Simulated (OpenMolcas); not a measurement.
**CH5OSi− (SMILES CO[SiH2-]): levels of theory compared**

We compute a comparison of 5 runs (HF/STO-3G, HF/3-21G, M06-2X/6-31G, PBE0/def2-SVP, CCSD(T)/def2-SVP) of CH5OSi−. 

The calculation is run with OpenMolcas 26.06.

3 further runs of the same task are left out: 1 that didn't finish, 2 set aside as unsound or not needed.

## 1. The molecule

CH5OSi−: 8 atoms, total charge -1, spin state singlet. SMILES: `CO[SiH2-]`. The shape is that of a GFN2-xTB optimisation. This is one conformer, not always the lowest.

Bond lengths: C1–O2 1.342 Å, O2–Si3 1.753 Å, C1–H4 1.110 Å, C1–H5 1.109 Å, C1–H6 1.105 Å, Si3–H7 1.526 Å, Si3–H8 1.497 Å. Angles: C1–O2–Si3 113.7°, O2–C1–H4 112.5°, O2–C1–H5 112.8°, O2–C1–H6 110.5°, O2–Si3–H7 99.1°, O2–Si3–H8 94.0°, H4–C1–H5 105.9°, H4–C1–H6 107.6°, H5–C1–H6 107.3°, H7–Si3–H8 100.4°.

## 2. Energy and forces at HF/STO-3G (run 1)

The input, coord.xyz:

```xyz
8

C     -0.497110     0.956740    -0.216970
O     -0.599520    -0.211900     0.434560
Si     0.471770    -1.456200    -0.179060
H     -0.757450     0.867050    -1.292030
H      0.528880     1.376040    -0.187260
H     -1.172130     1.709050     0.229470
H      1.807550    -0.853630     0.245430
H      0.218010    -2.387140     0.965870
```

The input, test.input:

```
&GATEWAY
  BasLib=$CurrDir
  Coord=coord.xyz
  Basis=STO-3G
  Group=NoSym

&SEWARD

&SCF
  Charge=-1
  Thresholds=1e-10 1e-07 1e-07 1e-05
  PrOrbitals=1 2

&ALASKA
```

The basis set STO-3G is read from a file made from the Basis Set Exchange's data (not shown).

On the command line:

```console
$ export MOLCAS_MEM=1860
$ pymolcas test.input > test.log
```

Output:

```text
--- Start Module: gateway ---
[...]
--- Stop Module: gateway /rc=_RC_ALL_IS_WELL_ ---
[...]
      Basis functions           24
[...]
--- Start Module: scf ---
[...]
       Convergence after  13 Iterations
[...]
::    Total SCF energy                               -399.5539126651
[...]
      Total spin, S                                     0.0000000000
[...]
      Total electronic charge=   34.000000
      Total            charge=   -1.000000
[...]
      Dipole Moment (debye):
      Origin of the operator (angstrom)=   -0.0283   -0.5234   -0.0115
                   X= -1.2427E+00               Y=  2.6702E+00               Z= -6.9309E-01           Total=  3.0256E+00
      Center of Charge (angstrom)
[...]
--- Stop Module: scf /rc=_RC_ALL_IS_WELL_ ---
--- Start Module: alaska ---
[...]
 *              Molecular gradients               *
 **************************************************
  Irreducible representation: a
 ------------------------------------------------------------------------------------------
                              X                       Y                       Z
 ------------------------------------------------------------------------------------------
  C1               -7.97413955675241E-03   -4.34878290839906E-02    3.11666143099858E-02
  O2                8.01612251437689E-03    5.03734428178783E-02   -5.10101909564433E-02
  SI3              -1.35917762958071E-02    2.28288614972953E-02    2.42519237390191E-02
  H4               -5.88527976591369E-04   -1.01721966337196E-02   -1.20923091600922E-03
  H5                4.90308125814876E-03   -7.74382975311738E-03    3.12281230946847E-03
  H6               -2.33238082133003E-03   -3.40674033352784E-03    5.31638593543371E-03
  H7                2.24847173391591E-02    7.31066702919980E-03   -1.15757798517341E-02
  H8               -1.09170964611771E-02   -1.57023755400045E-02   -6.25345696900759E-05
[...]
--- Stop Module: alaska /rc=_RC_ALL_IS_WELL_ ---
[...]
```

It took 1.2 s on 1 thread of Intel Xeon 6975P-C (Granite Rapids), shared host; peak memory 0.37 GiB.

## 3. Energy and gradient at HF/3-21G (run 2)

The input, geom.xyz:

```xyz
8

C     -0.497110     0.956740    -0.216970
O     -0.599520    -0.211900     0.434560
Si     0.471770    -1.456200    -0.179060
H     -0.757450     0.867050    -1.292030
H      0.528880     1.376040    -0.187260
H     -1.172130     1.709050     0.229470
H      1.807550    -0.853630     0.245430
H      0.218010    -2.387140     0.965870
```

The input, test.inp:

```
&GATEWAY
  BasLib=$CurrDir
  Coord=geom.xyz
  Basis=3-21G
  Group=NoSym

&SEWARD

&SCF
  Charge=-1
  Thresholds=1e-10 1e-07 1e-07 1e-05
  PrOrbitals=1

&ALASKA
```

The basis set 3-21G is read from a file made from the Basis Set Exchange's data (not shown).

On the command line:

```console
$ export MOLCAS_MEM=1860
$ pymolcas test.inp > test.log
```

Output:

```text
--- Start Module: gateway ---
[...]
--- Stop Module: gateway /rc=_RC_ALL_IS_WELL_ ---
[...]
      Basis functions           41
[...]
--- Start Module: scf ---
[...]
       Convergence after  16 Iterations
[...]
::    Total SCF energy                               -402.3689440728
[...]
      Total spin, S                                     0.0000000000
[...]
      Total electronic charge=   34.000000
      Total            charge=   -1.000000
[...]
      Dipole Moment (debye):
      Origin of the operator (angstrom)=   -0.0283   -0.5234   -0.0115
                   X= -1.1169E+00               Y=  3.5366E+00               Z= -7.5045E-02           Total=  3.7095E+00
      Center of Charge (angstrom)
[...]
--- Stop Module: scf /rc=_RC_ALL_IS_WELL_ ---
--- Start Module: alaska ---
[...]
 *              Molecular gradients               *
 **************************************************
  Irreducible representation: a
 ------------------------------------------------------------------------------------------
                              X                       Y                       Z
 ------------------------------------------------------------------------------------------
  C1                3.90001999439771E-03   -5.31567564363495E-02    2.48678423355273E-02
  O2                4.71303173072624E-03    3.41038374735505E-02   -2.43764314435531E-02
  SI3               7.85129035837784E-03    1.51101802259177E-02    2.12480534850448E-02
  H4               -2.07633208387514E-03   -5.90614373633758E-03   -6.59169270103765E-03
  H5                7.73718723740124E-03   -2.11159101518588E-03    1.15106555305761E-03
  H6               -5.79961776142146E-03    2.28678766022705E-03    5.89244038866099E-03
  H7               -1.12758991631923E-02   -2.50314990222744E-03   -8.85730876824647E-03
  H8               -5.04968031241992E-03    1.21768357304277E-02   -1.33339688494267E-02
[...]
--- Stop Module: alaska /rc=_RC_ALL_IS_WELL_ ---
[...]
```

It took 1.4 s on 1 thread of Intel Xeon 6975P-C (Granite Rapids), shared host; peak memory 0.38 GiB.

Runs 3 to 4 aren't shown in full; the table further down has their settings and results.

## 4. A single-point energy at CCSD(T)/def2-SVP (run 5)

The input, test.inp:

```
&GATEWAY
BASLIB
$CurrDir
COORD
8
angstrom
C       -0.497110       0.956740      -0.216970
O       -0.599520      -0.211900       0.434560
Si       0.471770      -1.456200      -0.179060
H       -0.757450       0.867050      -1.292030
H        0.528880       1.376040      -0.187260
H       -1.172130       1.709050       0.229470
H        1.807550      -0.853630       0.245430
H        0.218010      -2.387140       0.965870
BASIS
def2-SVP
GROUP
NoSym
&SEWARD
&SCF
CHARGE
-1
THRESHOLDS
1e-10 1e-07 1e-07 1e-05
PRORBITALS
1 1
&RASSCF
FILEORB
$Project.ScfOrb
SPIN
1
NACTEL
0 0 0
INACTIVE
17
RAS2
0
OUTORBITALS
Canonical
ORBLISTING
NoCore
&MOTRA
JOBIPH
FROZEN
7
&CCSDT
CCT
TRIPLES
2
ITERATIONS
80
ACCURACY
1e-08
EXTRAPOLATION
5 4
```

The basis set def2-SVP is read from a file made from the Basis Set Exchange's data (not shown).

On the command line:

```console
$ export MOLCAS_MEM=1860
$ pymolcas test.inp > test.log
```

Output:

```text
--- Start Module: gateway ---
[...]
--- Stop Module: gateway /rc=_RC_ALL_IS_WELL_ ---
[...]
      Basis functions           71
[...]
       Convergence after  16 Iterations
[...]
::    Total SCF energy                               -404.3610491671
[...]
      Total spin, S                                     0.0000000000
[...]
      Number of active orbitals                  0
[...]
      Spin quantum number                      0.0
[...]
      Active orbitals                            0
[...]
      Number of CSFs                             1
[...]
      Number of root(s) required                 1
[...]
      Convergence after  4 iterations
[...]
      Natural orbitals and occupation numbers for root  1
      ************************************************************************************************************************
      *                                                    Final results                                                     *
      ************************************************************************************************************************
[...]
::    RASSCF root number  1 Total energy:   -404.36104917
[...]
      Total electronic charge=   34.000000
      Total            charge=   -1.000000
[...]
      Dipole Moment (debye):
      Origin of the operator (angstrom)=   -0.0283   -0.5234   -0.0115
                   X= -1.3587E+00               Y=  3.6174E+00               Z=  2.0696E-01           Total=  3.8697E+00
      Center of Charge (angstrom)
[...]
--- Start Module: motra ---
[...]
      *** WARNING: Default frozen orbitals is overwritten by user input.
      *** Default values:   4
[...]
--- Stop Module: motra /rc=_RC_ALL_IS_WELL_ ---
--- Start Module: ccsdt ---
[...]
      Convergence after                    13  Iterations
      Total energy (diff) :    -404.83833829      -0.00000000
[...]
 METHOD                       : CCSD+T(CCSD)+<T3(1)WT1> = CCSD(T)
[...]
       CCSD     =      -404.8383382869986
[...]
--- Stop Module: ccsdt /rc=_RC_ALL_IS_WELL_ ---
[...]
```

It took 13 s on 1 thread of Intel Xeon 6975P-C (Granite Rapids), shared host; peak memory 0.42 GiB.

## 5. All runs side by side

| run | level | integration grid | task | energy (Eh) | HOMO energy (eV) | LUMO energy (eV) | HOMO–LUMO gap (eV) | wall time |
| --- | --- | --- | --- | --- | --- | --- | --- | --- |
| 1 | HF/STO-3G | – | gradient | -399.553913 | 3.13 | 20.91 | 17.78 | 1.2 s |
| 2 | HF/3-21G | – | gradient | -402.368944 | -1.27 | 10.06 | 11.32 | 1.4 s |
| 3 | M06-2X/6-31G | UltraFine | gradient | -405.650688 | -0.01 | 6.87 | 6.88 | 13 s |
| 4 | PBE0/def2-SVP | UltraFine | gradient | -405.384173 | 0.98 | 6.20 | 5.22 | 17 s |
| 5 | CCSD(T)/def2-SVP | – | energy | -404.850023 | -1.30 | 9.20 | 10.50 | 13 s |

## 6. Results

| quantity | value |
| --- | --- |
| run 5: total energy | -404.85002 Eh |
| run 5: HOMO energy (Hartree–Fock orbitals) | -1.30 eV |
| run 5: LUMO energy (Hartree–Fock orbitals) | 9.20 eV |
| run 5: HOMO–LUMO gap (to an unbound level, set by the basis) | 10.50 eV |
| run 5: correlation energy (7 core orbitals frozen) | -489.0 mEh |
| run 5: (T) correction | -11.68 mEh |

**Reading.** Over runs 1, 2, 3, 4 the HOMO–LUMO gap runs from 5.22 eV (PBE0/def2-SVP) to 17.78 eV (HF/STO-3G). The two ends differ in method and basis. The empty levels of an anion lie above zero and hang on the basis. Totals of different functionals can't be ranked against each other. In runs 1, 4 the HOMO lies above zero, so the outermost electron may be held by the basis alone. In run 1 the basis is minimal, so the values are rough. All runs together took 46 s, the longest 17 s.
